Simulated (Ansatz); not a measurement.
Relaxation of O2 (2 atoms, charge 0, multiplicity 3), to a largest force component of 0.02 eV/Å in at most 40 steps.

Computed with UKS PBE0-D4/def2-SVP (Ansatz 0.2.0).

```xyz
2
Properties=species:S:1:pos:R:3
O 0.517 -0.167 0.266
O -0.517 0.167 -0.266
```

Task: Where does it end, and by what steps?

Result: It converged. After 2 steps the energy has fallen by 0.021 eV; O1 moved furthest, 0.01 Å.

| step | energy less start (eV) | largest force component (eV/Å) | accepted |
| --- | --- | --- | --- |
| 0 | 0.0000 | 1.593 | yes |
| 1 | -0.0203 | 0.271 | yes |
| 2 | -0.0209 | 0.017 | yes |

```xyz
2
Properties=species:S:1:pos:R:3
O 0.508 -0.164 0.261
O -0.508 0.164 -0.261
```

Time of the run: 1.5 s on 1 thread of Arm Neoverse V1 (shared host), peak memory 0.08 GiB.
